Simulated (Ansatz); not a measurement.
Correlation energies of `CCCCC(C)CC` by basis set

Cartesian coordinates in Å:
```
C -2.0650 0.6170 -2.0637
C -1.1497 1.5083 -1.2406
C 0.3313 1.1790 -1.3895
C 0.7206 -0.2434 -1.0001
C 0.3335 -0.6884 0.4097
C 0.7107 -2.1506 0.6033
C 0.9542 0.2078 1.4784
C 0.5290 -0.1186 2.9005
H -3.1073 0.9327 -1.9773
H -2.0118 -0.4260 -1.7422
H -1.7952 0.6481 -3.1236
H -1.3040 2.5521 -1.5333
H -1.4377 1.4506 -0.1850
H 0.9152 1.8971 -0.8051
H 0.6251 1.3395 -2.4336
H 0.2788 -0.9465 -1.7150
H 1.8066 -0.3533 -1.1126
H -0.7583 -0.6109 0.5068
H 0.2738 -2.7727 -0.1823
H 0.3670 -2.5426 1.5623
H 1.7976 -2.2779 0.5595
H 0.6925 1.2491 1.2670
H 2.0472 0.1481 1.3954
H 0.8722 -1.1062 3.2157
H 0.9345 0.6082 3.6081
H -0.5609 -0.1006 2.9972
```

Total charge 0; spin multiplicity 1. Geometry: relaxed with PBE0-D4/def2-TZVP. It is one conformer, not always the lowest. Frozen core, restricted reference, the Gaussian-basis code of Ansatz. CBS rows extrapolate triple and quadruple zeta; past MP2 they add the triple-zeta difference.

| basis | HF (Eh) | MP2 corr. | CCSD corr. | (T) | CCSD(T) total |
| --- | --- | --- | --- | --- | --- |
| def2-TZVPP | -313.54585 | -1.42154 | -1.51175 | -0.05959 | -315.11719 |
| def2-QZVPP | -313.56070 | -1.50851 | – | – | – |
| CBS(def2) | -313.56275 | -1.57294 | -1.66314 | as TZ | -315.28548 |
